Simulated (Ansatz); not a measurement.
Molecule: PH2, charge 0, multiplicity 2. SMILES: [PH2]
Geometry from a B3LYP-D3(BJ)/def2-TZVP (Ansatz, an electronic-structure program) optimisation:
```xyz
3

P      0.0052    -0.0015     0.1165
H     -0.0501     1.0329    -0.8596
H     -0.0274    -1.0099    -0.8876
```
Charge 0, spin multiplicity 2.

Atomisation energy built up term by term with Ansatz (kcal/mol; UHF references for open shells; valence terms freeze the core; atomic spin-orbit terms are left out). Basis-set limits of correlation are two-point, X^-3; Hartree-Fock from the larger set (for Q and 5 zeta extrapolated as (X+1)exp(-9√X)).

```csv
term,basis,kcal/mol
Hartree-Fock,"CBS(cc-pV(Q+d)Z,cc-pV(5+d)Z)",109.01
CCSD correlation,"CBS(cc-pV(Q+d)Z,cc-pV(5+d)Z)",43.84
(T),"CBS(cc-pV(Q+d)Z,cc-pV(5+d)Z)",1.22
CCSDT - CCSD(T),cc-pV(D+d)Z,0.20
(Q),cc-pV(D+d)Z,0.02
core correlation,cc-pwCVTZ,0.26
scalar relativity (X2C),cc-pVTZ-DK against cc-pVTZ,-0.28
sum: De,,154.3
```

(T) makes 0.8 % of the CCSD(T) atomisation energy; under 5 % is typical of single-reference molecules.
